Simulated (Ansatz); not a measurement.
Input for Ansatz (a program for electronic structure): R-CCSD(T)/aug-cc-pVTZ on ammonia (SMILES N), atoms moved off the minimum.

Ansatz 0.2 input:
```yaml
crystal:
  periodic: [false, false, false]
  atoms:
    - {symbol: N, position_ang: [0.01321007, -0.02809285, 0.11675435]}
    - {symbol: H, position_ang: [-0.42229005, -0.76975968, -0.31962276]}
    - {symbol: H, position_ang: [-0.35008498, 0.82167064, -0.25723303]}
    - {symbol: H, position_ang: [0.93243429, -0.16622962, -0.25620130]}
basis:
  gaussian:
    orbitals: aug-cc-pVTZ
magnetization: {spin_polarized: false}
correlation: {method: ccsd_t, electrons: outside_noble_gas}
scf: {lower_state_search: off}
output: {forces: true}
```

Program output:

```
WARN ansatz: RAYON_NUM_THREADS=1 ignored (pool sized by the plan → 1); use --threads N
Functional definition: HF
these checks for a lower state are left out or cut short: starts, cluster_reference, orbital_swaps, neighbouring_geometries, increment
integrals: 0.16 GiB planned
635 factors; integrals over basis functions are off by at most 7.3e-4 eV
mean field: 0.14 GiB planned
mean field evaluation 1: about -1527.6629 eV, gradient 3.3e1 eV
mean field evaluation 2: about -1527.6631 eV, gradient 3.3e1 eV
mean field evaluation 4: about -1529.7250 eV, gradient 1.6e0 eV
mean field evaluation 8: about -1529.7370 eV, gradient 7.2e-4 eV
mean field -1529.73697613 eV, -56.2167969800 hartree, gradient 8.7e-7 eV, S^2 0.000000; 0 other end points of the search recorded, 0 dependent functions left out
1 core orbitals not correlated
reference -1529.73697613 eV, -56.2167969800 hartree; 4, 4 occupied and 110, 110 virtual orbitals, 635 factors
densities: 0.69 GiB planned
second order -6.50602019 eV of doubles, -0.00000000 eV of singles
coupled cluster: 0.45 GiB planned
cycle   1  -6.67232813 eV  change   -1.7e-1 eV  update   4.1e-2
cycle   2  -6.80142685 eV  change   -1.3e-1 eV  update   1.2e-2
cycle   3  -6.82417853 eV  change   -2.3e-2 eV  update   4.8e-3
cycle   4  -6.82285225 eV  change    1.3e-3 eV  update   1.1e-3
cycle   5  -6.82287115 eV  change   -1.9e-5 eV  update   4.6e-4
cycle   6  -6.82286854 eV  change    2.6e-6 eV  update   1.3e-4
cycle   7  -6.82282973 eV  change    3.9e-5 eV  update   4.6e-5
cycle   8  -6.82282752 eV  change    2.2e-6 eV  update   1.9e-5
cycle   9  -6.82282640 eV  change    1.1e-6 eV  update   6.3e-6
perturbative correction -0.22109467 eV, -0.0081250794 hartree
the calculation of the forces begins
Total energy: -1536.78089720 eV, -56.4756563047 hartree
Atom 0 at     0.013210    -0.028093     0.116754 Å, force     1.246786     0.711544     1.299900 eV/Å
Atom 1 at    -0.422290    -0.769760    -0.319623 Å, force    -1.956250    -1.869409    -0.958139 eV/Å
Atom 2 at    -0.350085     0.821671    -0.257233 Å, force    -0.244271     0.597963    -0.379099 eV/Å
Atom 3 at     0.932434    -0.166230    -0.256201 Å, force     0.953735     0.559902     0.037338 eV/Å
Dipole moment:     0.020520    -0.000137    -0.331844 e Å
Checks for a lower state left out: starts, cluster_reference, orbital_swaps, neighbouring_geometries, increment
```

The run converged.

Cost: about 19 core-seconds (a rough figure).
